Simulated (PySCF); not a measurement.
A barrier at the coupled-cluster level

Start structure (SiH₅ClO, singlet), relaxed at PBE0-D4/def2-TZVP:

Si1  (-0.256, -0.104, -1.216)
Cl2  (1.736, 0.265, -0.792)
H3  (-0.625, -1.428, -0.678)
H4  (-0.368, -0.099, -2.695)
H5  (-1.076, 0.986, -0.648)
H6  (0.872, -0.152, 1.712)
O7  (-0.059, -0.174, 1.952)
H8  (-0.235, 0.687, 2.339)
(Å)

The step: SiH₃Cl ([SiH3][Cl]) + H₂O → SiH₄O ([OH][SiH3]) + HCl; bonds formed: Si1–O7, Cl2–H6; bonds broken: Si1–Cl2, H6–O7. PySCF 2.14 with density fitting (its default auxiliary sets; JK sets also for MP2 and CCSD(T)); basis: def2-TZVPP and def2-QZVPP; cores frozen in the correlated methods. Extrapolation: Hartree–Fock as exp(−7.88 √X), correlation as X^−2.97. Energies below are by CCSD(T) at an estimated basis limit (MP2 extrapolated from triple and quadruple zeta, plus CCSD(T) − MP2 in triple zeta).

Task: What are the electronic barrier and the energy of the step, from the start structure to the end structure? (An estimate is asked for; the value comes from the calculation.)

Result: By the calculation: Barrier 22.86 kcal/mol; step energy 0.69 kcal/mol (uphill); reverse barrier, their difference, 22.17 kcal/mol. Barrier and step energy count from the start structure, the reverse barrier from the end structure.

The saddle point: One imaginary mode of 152i cm⁻¹.
```json
{"pair": "Si1–O7", "start (Å)": "3.18", "saddle (Å)": "1.86", "end (Å)": "1.66"}
{"pair": "Cl2–H6", "start (Å)": "2.68", "saddle (Å)": "1.92", "end (Å)": "1.30"}
{"pair": "Si1–Cl2", "start (Å)": "2.07", "saddle (Å)": "2.44", "end (Å)": "4.29"}
{"pair": "H6–O7", "start (Å)": "0.96", "saddle (Å)": "1.01", "end (Å)": "1.84"}
```

Zero-point energy (harmonic, PBE0-D4): ZPE is 31.16 kcal/mol at the start and 31.87 kcal/mol at the saddle, so the barrier goes from 22.86 to 23.57 kcal/mol.

T1 diagnostic: at most 0.011.

The step is the kind of ligand exchange by which a precursor binds to a hydroxyl group, or is hydrolysed, in atomic layer deposition of oxides.

Labels in which every atom is bracketed show which atoms are joined, not bond orders.

For scale, one of the runs: CCSD(T)/def2-TZVPP, 185 basis functions, launched by `OMP_NUM_THREADS=4 python run.py`. The run took 3.4 min on 4 CPU threads of an Arm Neoverse V2 (shared host), with 1.9 GiB of host memory at its peak.
